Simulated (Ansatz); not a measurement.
## Lattice parameter a of some cubic tetrahedrally bonded semiconductors and semimetals

Method: r²SCAN+rVV10 in Ansatz (plane waves, PAW). References are measured values corrected to a static lattice.

Values in Å.

```
solid                           reference  r²SCAN+rVV10  error (%)
--------------------  -------------------  ------------  ---------
zinc-blende GaAs                     5.64         5.647      +0.12
zinc-blende InAs                    6.047         6.083      +0.60
zinc-blende InP                     5.858         5.886      +0.48
3C-SiC                              4.346         4.352      +0.14
grey tin (α-Sn)                     6.477         6.535      +0.90
cubic BN                            3.593         3.607      +0.39
diamond               3.553 (3.543–3.555)         3.558      +0.14
zinc-blende BP                      4.525         4.531      +0.13
zinc-blende GaP                     5.439         5.436      -0.06
diamond-structure Si                5.421         5.436      +0.28
diamond-structure Ge                5.644         5.655      +0.19
zinc-blende InSb                    6.468         6.522      +0.83
```

Over these 12 solids the mean error is +0.35 %, the mean absolute error 0.35 % (median 0.24 %), and the worst case grey tin (α-Sn) at +0.90 %; the value is too high in 11 of 12 cases.

All these references are brought to a static lattice.

Spin–orbit coupling is left out, also for the solids with elements from indium on (zinc-blende InAs, zinc-blende InP, grey tin (α-Sn), zinc-blende InSb); its size isn't shown.

Brackets give the range of the sources taken for a reference, where it is wide; it can hold other temperatures.

Differences are worked out from the printed values.

Caveats: the gap of the solid is closed in this run (zinc-blende InAs). Ansatz's density-functional and Hartree–Fock values are scalar-relativistic unless marked +SOC, with PAW data made under PBE.

Not in this set, of the tetrahedrally bonded semiconductors and semimetals with a reference value in our tables and a result at some level: 22 for a reference at room or unstated temperature; 5 for no value at r²SCAN+rVV10 (not run, a failed fit, an unstable or unbound cell, or a value held back for tests); 2 for a high-temperature or high-pressure phase; 1 for a cell known from the COD alone. These can be a level's best or worst cases. At least 6 more with a reference value are held back for tests. Solids without a released value at any level aren't counted. Layered and molecular crystals are counted apart. The metals Ce to Yb are counted apart.

References as tabulated in Mejia-Rodriguez and Trickey (2018), arXiv:1807.09216; Goldzak et al. (2022), arXiv:2208.04865.

Ansatz is a program for electronic structure.
